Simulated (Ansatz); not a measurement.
Reaction: CH4S (methanethiol, SMILES SC) → CH3S (SMILES [CH2]S, doublet) + H (doublet) (the C-H bond breaks)
Each species at its own B3LYP-D3(BJ)/def2-TZVP minimum (Ansatz, an electronic-structure program).

Property: bond dissociation energy (electronic), in kJ/mol. Radicals and triplets start from unrestricted determinants; spin-orbit coupling is neglected. CBS(X,Y): correlation extrapolated as X^-3, Hartree-Fock from the larger set (Q,5: extrapolated as (X+1)exp(-9√X)). A bracket is a step between two methods taken in the basis named. The functionals are non-relativistic, so their misses hold any scalar relativity. Double hybrids freeze cores in their MP2 part. 'core' is core correlation in cc-pwCVTZ (1s frozen past Ne), 'X2C' scalar relativity in cc-pVTZ-DK, both at CCSD(T). Where a partner has so few electrons that a lower coupled-cluster level is exact, that level stands in.

CCSD(T)/CBS(cc-pV(Q+d)Z,cc-pV(5+d)Z) + [CCSDT(Q) - CCSD(T)]/cc-pV(D+d)Z + core + X2C (Ansatz) gives 428.1 kJ/mol.

### Question
How far off this value is PBE/def2-TZVPD (Ansatz), in which direction, and which of these levels come nearer: r2SCAN/def2-TZVPD, B3LYP/def2-TZVPD, PBE0/def2-TZVPD, wB97M-V/def2-TZVPD, B2PLYP/def2-TZVPD, CCSD(T)/CBS(cc-pV(Q+d)Z,cc-pV(5+d)Z) + core + X2C?

### Answer
PBE gives 407.2 kJ/mol, 20.9 kJ/mol below it. Differences of the others: r2SCAN/def2-TZVPD (Ansatz) -23.5; B3LYP/def2-TZVPD (Ansatz) -11.9; PBE0/def2-TZVPD (Ansatz) -17.5; wB97M-V/def2-TZVPD (Ansatz) -2.0; B2PLYP/def2-TZVPD (Ansatz) -11.1; CCSD(T)/CBS(cc-pV(Q+d)Z,cc-pV(5+d)Z) + core + X2C (Ansatz) 0.5 kJ/mol. Nearer than PBE: B3LYP/def2-TZVPD, PBE0/def2-TZVPD, wB97M-V/def2-TZVPD, B2PLYP/def2-TZVPD, CCSD(T)/CBS(cc-pV(Q+d)Z,cc-pV(5+d)Z) + core + X2C.
